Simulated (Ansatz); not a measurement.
A made-up structure of CH$_{3}$Al$_{2}$, doublet:

```
6
angstrom
C -0.3207 -0.1713 -0.4402
Al 0.5546 -1.9085 -0.8135
Al -0.2805 0.6643 1.3147
H 1.4188 -3.1585 -0.7811
H 0.2371 0.5225 -1.0976
H 1.1578 1.1453 1.8584
```

It is relaxed with PBE-D4/def2-SVP and then PBE0-D4/def2-TZVP (Ansatz 0.2.0). Atoms count as bonded within 1.22 times the sum of their covalent radii (H–H: 0.88 Å). The end point is not checked to be a true minimum.

Problem. Does its bonding change? (A judgement: the text doesn't fix the answer.)

Solution. By the calculation: Yes. Formed: Al2–Al3; broken: none.

Where it ends: The first stage lowers the energy by 1.24 eV in 14 steps. It ends as CH₃Al₂ ([CH]1[AlH][AlH]1):
| atom | x (Å) | y (Å) | z (Å) |
| --- | --- | --- | --- |
| C1 | 0.2238 | -0.0089 | -0.7161 |
| Al2 | 0.6632 | -1.7590 | -0.3789 |
| Al3 | 0.4807 | 0.3465 | 1.0665 |
| H4 | 0.9272 | -3.2817 | -0.7180 |
| H5 | -0.0638 | 0.5669 | -1.5906 |
| H6 | 0.5360 | 1.2300 | 2.3778 |

Labels in which every atom is bracketed show which atoms are joined, not bond orders.

For scale, one of the runs: PBE0-D4/def2-TZVP relaxation, 123 basis functions, launched by `ansatz run in.yaml --threads 2 --pin off --events-out ev --progress --plain --max-ram 4352MiB`. The run took about 17 s on 2 CPU threads of an Arm Neoverse V2 (shared host).
